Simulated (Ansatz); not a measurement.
Process, species as SMILES: [CH2]F (CH2-F) → C atom + F atom + 2 H atom
B3LYP-D3(BJ)/def2-TZVP geometries, fixed; electronic energies without zero-point terms.

Core correlation in the atomisation energy at MP2 with Ansatz (an electronic-structure program), in kcal/mol: frozen core against all electrons. Core-valence sets carry the plain set on hydrogen. Open shells are unrestricted.

| basis | functions, most | frozen core |
|---|---|---|
| cc-pVDZ | 38 | 291.16 |
| cc-pCVDZ | 46 | 291.44 |
| cc-pVTZ | 88 | 310.91 |
| cc-pCVTZ | 114 | 310.83 |
| cc-pwCVTZ | 114 | 311.02 |
| cc-pVQZ | 170 | 316.05 |

Problem. How large is the core term in each set?

Solution. The largest core-valence set, cc-pwCVTZ, gives a core term of 0.85 kcal/mol; the valence set cc-pVQZ, which lacks functions for the core, gives 2.27. By row: cc-pVDZ 0.75, cc-pCVDZ 0.61, cc-pVTZ 4.28, cc-pCVTZ 0.79, cc-pwCVTZ 0.85, cc-pVQZ 2.27.
